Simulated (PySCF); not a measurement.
# Spin-rotation constants: SMILES [C-]#[S+], CS

Geometry:
```json
{"atom": "C1", "x (Å)": "0.763", "y (Å)": "-0.001", "z (Å)": "-0.002"}
{"atom": "S2", "x (Å)": "-0.772", "y (Å)": "0.007", "z (Å)": "-0.012"}
```

Theory: GIAO B3LYP/aug-pcSseg-1 magnetisability, rotational g tensor and spin-rotation constants, non-relativistic, gas phase in PySCF. Geometry: PBE0-D3(BJ)/def2-SVP.

(1) Give the nuclear spin-rotation constants along the inertial axes (H = +C I·J) beside the isotropic shieldings.

## Answers

(1) Rotational constants –, 24.5784, 24.5784 GHz. A star marks the isotopologue with that one atom substituted, in its own axes.
| atom | isotope | Caa (kHz) | Cbb (kHz) | Ccc (kHz) | mean (kHz) | σ (ppm) |
| --- | --- | --- | --- | --- | --- | --- |
| C1 | 13C* | – | 28.646 | 28.646 | 28.646 | -277.0 |
| S2 | 33S* | – | 19.418 | 19.418 | 19.418 | -85.4 |

For the geometry as given, no vibrational averaging.
